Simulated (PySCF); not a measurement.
**Relaxation of triplet SF₂**

Computed with UPBE0/[S def2-TZVP, F def2-TZVP], no relativity, density fitting, PySCF. A (50,194) grid was used.

A start displaced from a saddle point along its imaginary mode, of C2v symmetry, held to at least that symmetry:

```xyz
3
charge 0 multiplicity 3, angstrom
S     0.0000   -0.1200    0.0000
F     0.0000    0.1010    1.6652
F     0.0000    0.1010   -1.6652
```

What forces act on the atoms at the start (eV/Å)?


| atom | Fx | Fy | Fz |
| --- | --- | --- | --- |
| S1 | 0.00 | -0.02 | 0.00 |
| F2 | 0.00 | 0.01 | -0.43 |
| F3 | 0.00 | 0.01 | 0.43 |

What does it relax to?

It ends at C2v with S–F 1.662 Å (×2); F–S–F 161.0°. A frequency run shows a minimum. Other isomers or separated fragments may lie lower.

How much energy is released, and in how many steps?

1.2 kJ/mol in 3 steps.

At this level a singlet minimum of C2v symmetry lies 105 kJ/mol below this structure.

The relaxation took 3.8 s on 4 threads of a shared Arm Neoverse V1 host, with 99 basis functions and 4 gradients; the process peaked at 0.91 GiB.
